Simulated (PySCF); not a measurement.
**Energy profile**

The step: CH₆Si ([CH3][SiH3]) + H₂O → SiH₄O ([OH][SiH3]) + CH₄; bonds formed: Si1–O7, C2–H6; bonds broken: Si1–C2, H6–O7 (atoms numbered as in the saddle structure below).

Si1  (-0.661, 0.757, -0.203)
C2  (0.519, -0.727, 0.923)
H3  (-1.620, 1.001, -1.336)
H4  (-1.666, 0.446, 0.863)
H5  (0.018, 2.017, 0.165)
H6  (0.715, -0.498, -0.480)
O7  (0.577, 0.102, -1.471)
H8  (-0.192, -1.510, 1.186)
H9  (1.510, -1.194, 0.811)
H10  (0.618, -0.039, 1.764)
H11  (0.182, -0.355, -2.222)
(Å)

Electronic energies by CCSD(T) at an estimated basis limit (MP2 extrapolated from triple and quadruple zeta, plus CCSD(T) − MP2 in triple zeta), on PBE0-D4/def2-TZVP structures; CH8OSi, singlet; no counterpoise correction. PySCF 2.14 with density fitting (its default auxiliary sets; JK sets also for MP2 and CCSD(T)); basis: def2-TZVPP and def2-QZVPP; cores frozen in the correlated methods. Extrapolation: Hartree–Fock as exp(−7.88 √X), correlation as X^−2.97.

**Question.** Give the profile in kcal/mol, counted from the separated reactants. (Judge from chemistry; the value comes from the calculation.)

**Answer.** By the calculation:
```tsv
point	kcal/mol
separated: CH6Si (linked as [CH3][SiH3]; Si1, C2, H3, H4, H5, H8, H9, H10; singlet) + H2O (H6, O7, H11; singlet)	0.00
start structure	-1.69
saddle	48.15
end structure	-22.08
separated: SiH4O (linked as [OH][SiH3]; Si1, H3, H4, H5, O7, H11; singlet) + CH4 (C2, H6, H8, H9, H10; singlet)	-21.06
```

T1 diagnostic: at most 0.012.

For scale, one of the runs: CCSD(T)/def2-TZVPP, 216 basis functions, launched by `OMP_NUM_THREADS=4 python run.py`. Time: 7.8 min of wall clock on 4 CPU threads of an Arm Neoverse V1; the host was shared. Peak host memory: 3 GiB.
